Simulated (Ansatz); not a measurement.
Geometry optimisation, Ansatz, RKS LDA/6-31G*.

Input file:

```yaml
crystal:
  periodic: [false, false, false]
  atoms:
    - { symbol: "N", position_ang: [-0.9771, 0.8934, -0.2853] }
    - { symbol: C, position_ang: [0.094, 0.4859, 0.341] }
    - { symbol: C, position_ang: [1.0949, -0.1962, -0.1768] }
    - { symbol: F, position_ang: [1.2209, -0.478, -1.4808] }
    - { symbol: C, position_ang: [0.3083, -0.8572, 0.8046] }
    - { symbol: H, position_ang: [-1.0699, 1.9715, -0.2569] }
    - { symbol: H, position_ang: [-0.9842, 0.6711, -1.2781] }
    - { symbol: H, position_ang: [-0.3237, -1.6016, 0.4614] }
    - { symbol: H, position_ang: [0.7254, -0.9353, 1.8539] }
basis:
  gaussian: { orbitals: "6-31G*" }
hamiltonian:
  xc: lda
relax:
  f_tol: 0.015
  max_steps: 40
```

Launched with:

```bash
$ ansatz run input.yaml --threads 1 --pin off --max-ram 2048MiB --backend cpu --events-out ev --progress --plain --runs-dir out
```

Q: Where does it end, and by what steps?

A: The forces met the threshold. After 12 steps the energy has fallen by 1.775 eV; H7 moved furthest, 1.03 Å.

| step | energy less start (eV) | largest force component (eV/Å) | accepted |
| --- | --- | --- | --- |
| 0 | 0.0000 | 4.892 | yes |
| 1 | -0.8519 | 2.216 | yes |
| 2 | -1.1905 | 0.921 | yes |
| 3 | -1.4390 | 1.465 | yes |
| 4 | -1.6003 | 1.123 | yes |
| 5 | -1.6558 | 1.229 | yes |
| 6 | -1.6433 | 1.441 | no |
| 7 | -1.7608 | 0.221 | yes |
| 8 | -1.7735 | 0.197 | yes |
| 9 | -1.7713 | 0.323 | no |
| 10 | -1.7751 | 0.030 | yes |
| 11 | -1.7751 | 0.028 | yes |
| 12 | -1.7752 | 0.014 | yes |

```xyz
9
Properties=species:S:1:pos:R:3
N -1.068 1.086 -0.499
C -0.064 0.212 -0.225
C 0.972 -0.536 -0.471
F 1.878 -0.967 -1.330
C 0.310 -0.847 0.810
H -1.442 1.587 0.310
H -0.918 1.695 -1.306
H -0.339 -1.743 0.919
H 0.759 -0.532 1.775
```

Whether the end is a true minimum wasn't checked by a vibrational analysis.

Time of the run: 24 s on 1 thread of Arm Neoverse V1 (shared host), peak memory 0.15 GiB.
